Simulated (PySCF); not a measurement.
silicon monoxide (OSi), SMILES O=[Si] (connectivity only; charge and spin as stated), neutral, multiplicity 1. Atoms are numbered in the order given.

```xyz
2

Si     0.0000     0.0000    -0.5503
O      0.0000     0.0000     0.9630
```

The structure is a stationary point at B3LYP-D3(BJ)/def2-TZVPD.

Calculation: CAM-B3LYP/def2-TZVPD (PySCF).

Gas-phase values at a fixed geometry.

```
Property                                                                                                       Result
---------------------------------------------------------------------------------------------  ----------------------
total energy                                                                                       -364.75096 hartree
point group                                                                                                       C∞v
highest occupied level                                                                                      -10.24 eV
lowest empty level                                                                                           -0.98 eV
orbital gap                                                                                                   9.26 eV
dipole moment                                                                                                  3.33 D
quadrupole, principal values (traceless, Buckingham form, about the centre of nuclear charge)   -4.21, 2.10, 2.10 D·Å
mean static polarisability                                                                       29.4 bohr³ (4.36 Å³)
polarisability, principal values                                                               27.3, 27.3, 33.5 bohr³
```
